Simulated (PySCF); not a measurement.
**Dipole moment and polarisability of `N#CC1=C[C@H]1F`**

C₄H₂FN.
Geometry (GFN2-xTB, Å), atoms numbered from 1 in this order:
```
atom  x, y, z in Å
N1     2.9331    0.0718   -0.2716
C2     1.7942    0.1419   -0.1463
C3     0.4247    0.1967    0.0094
C4    -0.7089    0.8602    0.1158
C5    -0.8299   -0.6098    0.1336
F6    -1.3069   -1.2432   -0.9866
H7    -1.2204    1.7911    0.1123
H8    -1.0768   -1.1992    1.0089
```

Level: wB97X-D/def2-SVPD (PySCF), static field, nuclei fixed, core orbitals frozen in the response. The polarisability tensor in these axes (au):

```
x   73.04 -1.02 -3.00
y   -1.02 43.04  1.11
z   -3.00  1.11 35.32
```

Task: Give the principal values, the mean and the anisotropy Δα = √{½[(α1 − α2)² + (α2 − α3)² + (α1 − α3)²]}.

Result: Principal values 34.95, 43.13 and 73.32 au; mean 50.47 au = 7.48 Å³ = 8.32 × 10⁻⁴⁰ C²·m²/J; Δα = 35.00 au (69 % of the mean).

Task: What is the dipole moment, and where does it point?

Result: (-2.96, 1.57, 1.75) D, 3.78 D in size, pointing from the negative to the positive side. Measured along this direction, the outermost atoms are N1 at the negative end and H7 at the positive end.

Task: Give the eigenvalues of the traceless quadrupole moment Θ = ½Σq(3rr − r²1), origin at the centre of nuclear charge.

Result: -13.05, 4.20, 8.85 D·Å. The values depend on the origin, since the dipole doesn't vanish. The electronic extent ⟨r²⟩ about the same centre is 566 bohr², a root-mean-square distance of 1.94 Å for the 42 electrons.

Task: Along which axes do the principal values lie, and how far do the nuclei extend along each?

Result: Largest value along (1.00, -0.04, -0.08), where the nuclei span 4.23 Å; middle along (0.05, 0.99, 0.12), 3.15 Å; least along (0.07, -0.13, 0.99), 1.99 Å. The response follows the extents in order.

Task: What would n − 1 = 2πNα be for an ideal gas of these molecules at 400 K and 1 atm, electronic part alone?

Result: N = p/kT = 1.8347 × 10¹⁹ cm⁻³, so n − 1 = 2π × N × 7.48 × 10⁻²⁴ cm³ = 862 × 10⁻⁶ at long wavelengths, for an ideal gas.

Task: What depolarisation ratio follows for Rayleigh scattering of linearly polarised light, taking the static tensor?

Result: ρ = 3Δα²/(45ᾱ² + 4Δα²) = 3675.9/(114609 + 4901.2) = 0.0308.

Task: Molar refractivity from α?

Result: Lorentz–Lorenz: R = (4π/3)N_A α = 2.5225 cm³/(mol·Å³) × 7.48 Å³ = 18.9 cm³/mol, in the limit of long wavelengths.

Geometry: GFN2-xTB; no solvent, vibrations or thermal averaging.
